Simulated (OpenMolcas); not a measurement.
# A workflow on triplet SiS

We compute the energy (UHF/STO-3G), then the energy (CASSCF(2,2)/STO-3G), then the energy (CASPT2(2,2)/STO-3G), then the energy (SC-NEVPT2(2,2)/STO-3G), then a single-point energy (MRCI(2,2)/STO-3G) of triplet SiS. 

The results are computed with OpenMolcas 26.06.

## 1. The molecule

SiS has 2 atoms, charge 0, and is taken as a triplet. As SMILES of the parent species, `[Si-]#[S+]`. The bond length is the one measured for the parent species. That shape belongs to the parent species and isn't relaxed for this state.

Bond lengths: Si1–S2 1.929 Å.

## 2. The energy at UHF/STO-3G (run 1)

File step1.inp:

```
* SSi Hartree-Fock

&GATEWAY
  BASLIB = $CurrDir
  BASISSET
  Si.STO-3G....
  Si1 0.000000 0.000000 0.000000 angstrom
  End of Basis
  BASISSET
  S.STO-3G....
  S2 0.000000 0.000000 1.929321 angstrom
  End of Basis

&SEWARD

&SCF
  UHF
  SPIN = 3
  SCRAMBLE = 0.25
  PRORBITALS = 1 1
```

The basis set STO-3G is read from a file made from the Basis Set Exchange's data (not shown).

The run is started by

```bash
$ export MOLCAS_MEM=1860
$ pymolcas step1.inp > step1.log
```

Standard output:

```text
--- Start Module: gateway ---
[...]
--- Stop Module: gateway /rc=_RC_ALL_IS_WELL_ ---
--- Start Module: seward ---
[...]
      Basis functions           18
--- Stop Module: seward /rc=_RC_ALL_IS_WELL_ ---
--- Start Module: scf ---
[...]
       Convergence after  26 Iterations
[...]
::    Total SCF energy                               -678.6595141822
[...]
      Total spin, S                                     1.0012371633
[...]
      Total electronic charge=   30.000000
      Total            charge=   -0.000000
[...]
      Dipole Moment (debye):
      Origin of the operator (angstrom)=    0.0000    0.0000    1.0289
                   X=  2.3557E-07               Y=  1.6869E-06               Z= -1.9279E-01           Total=  1.9279E-01
      Quadrupole Moment (debye*angstrom):
[...]
--- Stop Module: scf /rc=_RC_ALL_IS_WELL_ ---
[...]
```

It took 1.8 s on 1 thread of Arm Neoverse V2, shared host; peak memory 0.37 GiB.

## 3. The energy at CASSCF(2,2)/STO-3G (run 2)

File step2.inp:

```
>>> EXPORT MOLCAS_PRINT=2

&GATEWAY
  BasLib
  $CurrDir
  BasisSet
  Si.STO-3G....
  Si1 0.000000 0.000000 0.000000 angstrom
  End of Basis
  BasisSet
  S.STO-3G....
  S2 0.000000 0.000000 1.929321 angstrom
  End of Basis

&SEWARD

&RASSCF
  FileOrb
  $CurrDir/step1.UnaOrb
  Spin
  3
  Nactel
  2 0 0
  Inactive
  14
  Ras2
  2
  OrbListing
  Nothing
  OrbAppear
  Compact
```

The basis set STO-3G is read from a file made from the Basis Set Exchange's data (not shown).

The run is started by

```bash
$ export MOLCAS_MEM=1860
$ pymolcas step2.inp > step2.log
```

Standard output:

```text
--- Start Module: gateway ---
[...]
--- Stop Module: gateway /rc=_RC_ALL_IS_WELL_ ---
--- Start Module: seward ---
[...]
      Basis functions           18
--- Stop Module: seward /rc=_RC_ALL_IS_WELL_ ---
--- Start Module: rasscf ---
[...]
      Number of active orbitals                  2
[...]
      Spin quantum number                      1.0
[...]
      Active orbitals                            2
[...]
      Number of CSFs                             1
[...]
      Number of root(s) required                 1
[...]
      Convergence after  5 iterations
[...]
      printout of CI-coefficients larger than  0.05 for root  1
      energy=    -678.658564
      conf/sym  11     Coeff  Weight
             1  uu   1.00000 1.00000
      Natural orbitals and occupation numbers for root  1
      sym 1:   1.000000   1.000000
      ************************************************************************************************************************
      *                                                    Final results                                                     *
[...]
::    RASSCF root number  1 Total energy:   -678.65856405
[...]
      Total electronic charge=   30.000000
      Total            charge=   -0.000000
[...]
      Dipole Moment (debye):
      Origin of the operator (angstrom)=    0.0000    0.0000    1.0289
                   X=  4.3997E-07               Y=  1.7484E-06               Z= -1.9200E-01           Total=  1.9200E-01
      Quadrupole Moment (debye*angstrom):
[...]
--- Stop Module: rasscf /rc=_RC_ALL_IS_WELL_ ---
[...]
```

Run time: 1.5 s. Hardware: 1 thread of Arm Neoverse V2, shared host; peak memory 0.37 GiB.

## 4. The energy at CASPT2(2,2)/STO-3G (run 3)

File step3.input:

```
* SSi CASPT2

&GATEWAY
 BasLib
 $CurrDir
 BasisSet
 Si.STO-3G....
 Si1 0.000000 0.000000 0.000000 angstrom
 End of Basis
 BasisSet
 S.STO-3G....
 S2 0.000000 0.000000 1.929321 angstrom
 End of Basis

&SEWARD

&RASSCF
 FileOrb
 $CurrDir/step2.RasOrb
 Spin
 3
 Nactel
 2 0 0
 Inactive
 14
 Ras2
 2
 OrbListing
 Nothing
 OrbAppear
 Compact

&CASPT2
 Imaginary
 0.1
 Frozen
 10
```

The basis set STO-3G is read from a file made from the Basis Set Exchange's data (not shown).

The run is started by

```bash
$ export MOLCAS_MEM=1860
$ pymolcas step3.input > step3.log
```

Standard output:

```text
--- Start Module: gateway ---
[...]
--- Stop Module: gateway /rc=_RC_ALL_IS_WELL_ ---
[...]
      Basis functions           18
[...]
--- Start Module: rasscf ---
[...]
      Number of active orbitals                  2
[...]
      Spin quantum number                      1.0
[...]
      Active orbitals                            2
[...]
      Number of CSFs                             1
[...]
      Number of root(s) required                 1
[...]
      Convergence after  4 iterations
[...]
      printout of CI-coefficients larger than  0.05 for root  1
      energy=    -678.658564
      conf/sym  11     Coeff  Weight
             1  uu   1.00000 1.00000
      Natural orbitals and occupation numbers for root  1
      sym 1:   1.000000   1.000000
      ************************************************************************************************************************
      *                                                    Final results                                                     *
[...]
::    RASSCF root number  1 Total energy:   -678.65856405
[...]
      Total electronic charge=   30.000000
      Total            charge=   -0.000000
[...]
      Dipole Moment (debye):
      Origin of the operator (angstrom)=    0.0000    0.0000    1.0289
                   X=  1.9916E-07               Y=  6.2731E-07               Z= -1.9202E-01           Total=  1.9202E-01
      Quadrupole Moment (debye*angstrom):
[...]
--- Stop Module: rasscf /rc=_RC_ALL_IS_WELL_ ---
--- Start Module: caspt2 ---
[...]
 ###    WARNING: User changed nr of frozen orbitals.                         ###
 ###############################################################################
[...]
      E2 (Variational):          -0.0273178628
      Total energy:            -678.6858819127
[...]
      Reference weight:           0.98127
[...]
::    CASPT2 Root  1     Total energy:   -678.68588191
[...]
--- Stop Module: caspt2 /rc=_RC_ALL_IS_WELL_ ---
[...]
```

Wall time 1.5 s (1 thread of Arm Neoverse V2, shared host); peak memory 0.37 GiB.

## 5. A single-point energy at SC-NEVPT2(2,2)/STO-3G (run 4)

File step4.input:

```
* SSi NEVPT2

&GATEWAY
 BasLib=$CurrDir
 BasisSet
 Si.STO-3G....
 Si1 0.000000 0.000000 0.000000 angstrom
 End of Basis
 BasisSet
 S.STO-3G....
 S2 0.000000 0.000000 1.929321 angstrom
 End of Basis

&SEWARD

&RASSCF
 FileOrb=$CurrDir/step2.RasOrb
 Spin=3
 Nactel=2 0 0
 Inactive=14
 Ras2=2
 OrbListing=Nothing
 OrbAppear=Compact

&CASPT2
 SC-NEVPT2
 Frozen=10
```

The basis set STO-3G is read from a file made from the Basis Set Exchange's data (not shown).

The run is started by

```bash
$ export MOLCAS_MEM=1860
$ pymolcas step4.input > step4.log
```

Standard output:

```text
--- Start Module: gateway ---

                                              &GATEWAY

                       available to each process: 1.9 GB of memory, 1 thread

 Basis Set     1 Label: SI.STO-3G....
 Basis set is read from library:.
 basistype.tbl is not found

 Basis Set     2 Label: S.STO-3G....
 Basis set is read from library:.
 basistype.tbl is not found

++    Symmetry information:
      ---------------------

                    Character Table for C1

                             E
                    a        1  x, y, xy, Rz, z, xz, Ry, yz, Rx, I
--

++    Basis set information:
      ----------------------

      Basis set label: SI.STO-3G.........

      Electronic valence basis set:
      ------------------
      Associated Effective Charge  14.000000 au
      Associated Actual Charge     14.000000 au
      Nuclear Model: Point charge

      Shell  nPrim  nBasis  Cartesian Spherical Contaminant
         s       9       3        X
         p       6       2        X

      Basis set label: S.STO-3G.........

[... 72 lines left out ...]
      Nuclear repulsion energy =   61.43907373
[... 76 lines left out ...]
      Convergence after  4 iterations
[... 10 lines left out ...]
      printout of CI-coefficients larger than  0.05 for root  1
[... 1 line left out ...]
      conf/sym  11     Coeff  Weight
[... 6 lines left out ...]
      *                                                    Final results                                                     *
[... 6 lines left out ...]
      RASSCF energy for state  1                   -678.65856405
[... 12 lines left out ...]
::    RASSCF root number  1 Total energy:   -678.65856405
[... 29 lines left out ...]
      Dipole Moment (debye):
[... 28 lines left out ...]
      Spin density orbitals for root   1 are written to the SPDORB.1 file
[... 56 lines left out ...]
      Imaginary shift                            0.00
[... 11 lines left out ...]
++ NEVPT2 computation for group   1

********************************************************************************
 Multi-State initialization phase begins for group   1
--------------------------------------------------------------------------------
********************************************************************************
 Compute H0 matrices for state    1
--------------------------------------------------------------------------------
--------------------------------------------------------------------------------
 H0 matrices have been computed.

********************************************************************************
  NEVPT2 EQUATION SOLUTION
--------------------------------------------------------------------------------
 ###############################################################################
 ###    Location: AixRd                                                      ###
 ###    File: LUCIEX                                                         ###
 ###    Premature abort while reading buffer from disk                       ###
 ###    End of file reached                                                  ###
 ###############################################################################

--- Stop Module: caspt2 /rc=-6 ---

.########################.
.# Non-zero return code #.
.########################.

    Timing: Wall=1.32 User=1.04 System=0.28
```

It took 1.5 s on 1 thread of Arm Neoverse V2, shared host; peak memory 0.37 GiB.

The program stopped with an error.

## 6. A single-point energy at MRCI(2,2)/STO-3G (run 5)

File step5.input:

```
&gateway
 baslib=$CurrDir
 basisset
 Si.STO-3G....
 Si1 0.000000 0.000000 0.000000 angstrom
 End of Basis
 basisset
 S.STO-3G....
 S2 0.000000 0.000000 1.929321 angstrom
 End of Basis

&seward

&rasscf
 fileorb=$CurrDir/step2.RasOrb
 spin=3
 nactel=2 0 0
 inactive=14
 ras2=2
 orblisting=Nothing
 orbappear=Compact

&motra
 lumorb
 frozen=10

&guga
 electrons=10
 spin=3
 inactive=4
 active=2
 ciall=1

&mrci
 sdci
```

The basis set STO-3G is read from a file made from the Basis Set Exchange's data (not shown).

The run is started by

```bash
$ export MOLCAS_MEM=1860
$ pymolcas step5.input > step5.log
```

Standard output:

```text
--- Start Module: gateway ---
[...]
--- Stop Module: gateway /rc=_RC_ALL_IS_WELL_ ---
[...]
      Basis functions           18
[...]
      Number of active orbitals                  2
[...]
      Spin quantum number                      1.0
[...]
      Active orbitals                            2
[...]
      Number of CSFs                             1
[...]
      Number of root(s) required                 1
[...]
      Convergence after  4 iterations
[...]
      printout of CI-coefficients larger than  0.05 for root  1
      energy=    -678.658564
      conf/sym  11     Coeff  Weight
             1  uu   1.00000 1.00000
      Natural orbitals and occupation numbers for root  1
      sym 1:   1.000000   1.000000
      ************************************************************************************************************************
      *                                                    Final results                                                     *
[...]
::    RASSCF root number  1 Total energy:   -678.65856405
[...]
      Dipole Moment (debye):
      Origin of the operator (angstrom)=    0.0000    0.0000    1.0289
                   X=  1.9916E-07               Y=  6.2731E-07               Z= -1.9202E-01           Total=  1.9202E-01
      Quadrupole Moment (debye*angstrom):
[...]
      *** WARNING: Default frozen orbitals is overwritten by user input.
      *** Default values:   7
[...]
--- Start Module: guga ---
[...]
--- Stop Module: guga /rc=_RC_ALL_IS_WELL_ ---
--- Start Module: mrci ---
[...]
       (But an ACPF correction will be computed)
       USE THE DEFAULT ACPF G-VALUE GFAC=  0.20000000000000001
[...]
                      CI ENERGY:  -678.69915460
[...]
                ACPF CORRECTION:    -0.00417560
[...]
      Total electronic charge=   30.000000
      Total            charge=   -0.000000
[...]
     ACPF CORRECTION:     -0.00417560
[...]
  CI State   1     Total energy:   -678.69915460     QDav:     -0.00535728     QACPF:     -0.00417560
[...]
--- Stop Module: mrci /rc=_RC_ALL_IS_WELL_ ---
[...]
```

Wall time 1.6 s (1 thread of Arm Neoverse V2, shared host); peak memory 0.37 GiB.

## 7. Outcome

| quantity | value |
| --- | --- |
| run 1, UHF/STO-3G: total energy | -678.65951 Eh |
| run 1, UHF/STO-3G: dipole moment | 0.19 D |
| run 1, UHF/STO-3G: HOMO energy (highest over α and β) | -3.44 eV |
| run 1, UHF/STO-3G: LUMO energy (lowest over α and β) | 4.59 eV |
| run 1, UHF/STO-3G: ⟨S²⟩ | 2.004 |
| run 2, CASSCF(2,2)/STO-3G: total energy | -678.65856 Eh |
| run 2, CASSCF(2,2)/STO-3G: dipole moment (CASSCF density) | 0.19 D |
| run 3, CASPT2(2,2)/STO-3G: total energy | -678.68588 Eh |
| run 3, CASPT2(2,2)/STO-3G: dipole moment (CASSCF density) | 0.19 D |
| run 5, MRCI(2,2)/STO-3G: total energy | -678.69915 Eh |
| run 5, MRCI(2,2)/STO-3G: dipole moment (CASSCF density) | 0.19 D |
| run 4, SC-NEVPT2(2,2)/STO-3G | no result (crashed) |

1 of the 5 runs did not end normally.
